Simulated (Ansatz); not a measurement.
## Sb (model structure, started from the omega type, P6/mmm, No. 191, 3 atoms in the cell): volume per atom by level of theory

No measured value is used here.

| level (code) | value (Å³/atom) |
|---|---|
| PBE (Ansatz) | (withheld) |
| PBEsol (Ansatz) | 26.23 |
| PBE-D3(BJ) (Ansatz) | 26.20 |

Task: Some entries are withheld; supply them.

Result: 
- PBE (Ansatz, a first-principles code), value (Å³/atom): 27.51

Ansatz's density-functional and Hartree–Fock values are scalar-relativistic unless marked +SOC, with PAW data made under PBE.

A model structure was made by putting elements into a prototype or built by hand; it is no filed structure, need not be a known phase, and can be a saddle point held by its symmetry.
